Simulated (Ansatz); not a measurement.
Total energies of CCl2F (`F[C](Cl)Cl`) radical.

```csv
atom,x (Å),y (Å),z (Å)
F1,0.1327,-1.1366,0.7355
C2,0.2390,0.0387,0.1433
Cl3,-0.9391,1.1665,0.6507
Cl4,0.5674,-0.0685,-1.5295
```

The species carries charge 0 and has multiplicity 2. Geometry: relaxed with PBE0-D4/def2-TZVP. Basis def2-TZVPP, Ansatz.

RPA on PBE orbitals: Hartree–Fock energy of these orbitals -1056.27077 Eh, correlation -1.20798 Eh (frozen core).

```tsv
functional	energy without D4 (Eh)	D4 term (kJ/mol)
LDA (SPW92)	-1054.42455	–
PBE	-1057.85906	-9.1
revPBE	-1058.16020	-29.0
BLYP	-1058.34643	-20.8
r2SCAN	-1058.24920	-2.0
B97M-V	-1058.08936	–
PBE0	-1057.92811	-7.6
B3LYP	-1058.39352	-15.0
r2SCANh	-1058.23777	-2.1
r2SCAN0	-1058.22176	-2.4
HSE06 (plane-wave form)	-1057.90706	-7.0
BHLYP	-1058.30357	-11.5
CAM-B3LYP	-1058.35185	-7.7
LC-ωPBE	-1058.03463	–
ωB97X-V	-1058.18320	–
ωB97M-V	-1058.28538	–
B2PLYP	-1058.02049	–
PBE-QIDH	-1057.73696	–
```

B3LYP takes the VWN-RPA correlation (the form of Gaussian; ORCA's B3LYP/G). HSE06 is the plane-wave form, built on full-range PBE exchange. The double hybrids freeze the cores in their second-order part.

LC-ωPBE has ω = 0.4 bohr⁻¹.
